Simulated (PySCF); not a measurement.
**Vertical excitation energies**

Compound: ethanethial, C2H4S.
Structure used (PBE0-D3(BJ)/def2-SVP), in Å, numbered top down from 1:
```xyz
7
C2H4S angstrom
C     -0.570   -0.300    0.199
C      0.650    0.421   -0.247
S      2.133   -0.206   -0.381
H     -1.011    0.211    1.073
H     -1.339   -0.262   -0.593
H     -0.353   -1.346    0.452
H      0.489    1.483   -0.504
```

The calculation used TDDFT PBE0/def2-SVPD, vertical, gas phase, core orbitals frozen in the response in PySCF.

```tsv
state	E (eV)	E (hartree)	f	symmetry	main configurations (H = HOMO, L = LUMO)
S1	2.49	0.0914	0.0000	–	H→L (100%)
S2	5.96	0.2190	0.048	A′	H→L+1 (54%), H-1→L (44%)
S3	6.19	0.2276	0.276	A′	H-1→L (47%), H→L+1 (40%)
S4	6.49	0.2385	0.0007	–	H-2→L (98%)
S5	6.72	0.2468	0.062	A′	H→L+2 (69%), H→L+3 (30%)
S6	6.97	0.2563	0.0010	–	H→L+3 (66%), H→L+2 (26%)
S7	7.27	0.2670	0.0010	–	H→L+4 (99%)
S8	7.38	0.2712	0.117	A′	H→L+5 (92%)
S9	7.64	0.2809	0.0007	–	H-3→L (96%)
S10	8.04	0.2954	0.017	A″	H-1→L+1 (97%)
```

Triplets, Tamm–Dancoff:

```tsv
state	E (eV)	λ (nm)	main configurations (H = HOMO, L = LUMO)
T1	1.96	632.5	H→L (100%)
T2	3.28	378.2	H-1→L (98%)
T3	5.66	219.2	H-2→L (91%)
T4	5.82	212.9	H→L+1 (86%)
```

The lowest singlet lies at 2.49 eV (499 nm, visible) and is dark (f under 0.0005); its leading configuration is HOMO→LUMO (100%). The strongest level in the table is S3 at 6.19 eV (200 nm, f = 0.276). S1 has the pattern of n→π* at C=S. Weighted by f, the mean energy of these states is 6.56 eV. The listed states span 5.55 eV, and the widest gap between neighbours is 3.47 eV (S1 to S2). Of the 10 states listed, 5 reach f = 0.01 and 1 stays under 0.0005. S1 lies in the visible range (380 to 750 nm), at 499 nm, dark in the vertical dipole picture (f under 0.0005); light of that wavelength is blue-green to green, and its complementary colour is red to purple; a Tamm–Dancoff triplet lies at 633 nm, without intensity as long as spin–orbit coupling is left out. The vertical ionisation energy (ΔSCF) is 8.88 eV, 0.85 eV above S10. Symmetry labels in Cs follow from the direction of the transition dipole and are given only for states with f of 0.002 or more. Only the lowest 10 singlets were computed, as vertical energies without vibronic structure.
